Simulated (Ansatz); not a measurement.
The input, for Ansatz 0.2.0:

```yaml
crystal:
  periodic: [false, false, false]
  atoms:
    - {symbol: As, position_ang: [0.000000, 0.000000, 0.000000]}
    - {symbol: H, position_ang: [0.270354, 0.980803, 1.322816]}
    - {symbol: H, position_ang: [-0.957546, -1.069929, 0.850450]}
    - {symbol: H, position_ang: [0.157024, 1.248386, -1.096259]}
    - {symbol: H, position_ang: [0.530168, -1.159260, -1.077008]}
basis:
  gaussian: {orbitals: def2-TZVP}
total_charge: -1
magnetization: {spin_polarized: true, initial_magnetization: 0}
hamiltonian: {xc: {name: PBE0}}
correlation: {method: ccsd, electrons: outside_noble_gas, diis_vectors: 1}
```

```sh
$ ansatz run in.yaml --threads 1 --pin off --events-out ev --progress --plain --max-ram 2393MiB
```

Log:

```
526 factors; integrals over basis functions are off by at most 1.2e-3 eV
mean field evaluation 1: about -60894.3953 eV, gradient 1.7e1 eV
mean field evaluation 2: about -60894.4233 eV, gradient 1.7e1 eV
mean field evaluation 4: about -60895.0280 eV, gradient 1.2e-1 eV
mean field evaluation 8: about -60895.0289 eV, gradient 1.7e-2 eV
mean field evaluation 16: about -60895.0289 eV, gradient 1.3e-5 eV
mean field evaluation 32: about -60895.1646 eV, gradient 5.3e-7 eV
mean field -60895.16464719 eV, -2237.8560245593 hartree, gradient 5.2e-7 eV, S^2 0.682876; 6 other end points of the search recorded, 0 dependent functions left out
14 core orbitals not correlated: weight in the atoms' cores, before any rotation towards them, 1.000 or more for the frozen orbitals, at most 0.000 for the correlated occupied ones
reference -60853.72902401 eV, -2236.3332934933 hartree; 5, 5 occupied and 53, 53 virtual orbitals, 526 factors
second order -5.07787167 eV of doubles, -0.19156992 eV of singles
cycle   1  -5.75430645 eV  change   -4.9e-1 eV  update   6.4e-2
cycle   2  -5.95921841 eV  change   -2.0e-1 eV  update   2.4e-2
cycle   3  -5.98190555 eV  change   -2.3e-2 eV  update   1.5e-2
cycle   4  -6.00109554 eV  change   -1.9e-2 eV  update   1.2e-2
...
cycle  24  -6.02155382 eV  change   -7.6e-5 eV  update   5.5e-5
cycle  25  -6.02160794 eV  change   -5.4e-5 eV  update   3.9e-5
cycle  26  -6.02162798 eV  change   -2.0e-5 eV  update   2.6e-5
cycle  27  -6.02163363 eV  change   -5.7e-6 eV  update   1.9e-5
cycle  28  -6.02163236 eV  change    1.3e-6 eV  update   1.5e-5
cycle  29  -6.02162852 eV  change    3.8e-6 eV  update   1.3e-5
cycle  30  -6.02162317 eV  change    5.3e-6 eV  update   1.2e-5
cycle  31  -6.02161508 eV  change    8.1e-6 eV  update   1.1e-5
cycle  32  -6.02160496 eV  change    1.0e-5 eV  update   9.1e-6
cycle  33  -6.02159522 eV  change    9.7e-6 eV  update   7.1e-6
WARN: the results are in doubt because among natural orbitals full CI differs from the method by -0.099 eV
Total energy: -60859.75061923 eV, -2236.5545830361 hartree
In doubt: among natural orbitals full CI differs from the method by -0.099 eV
```

Ran on 1 thread of Arm Neoverse V1, shared host: 10 s wall, 0.23 GiB peak host memory.
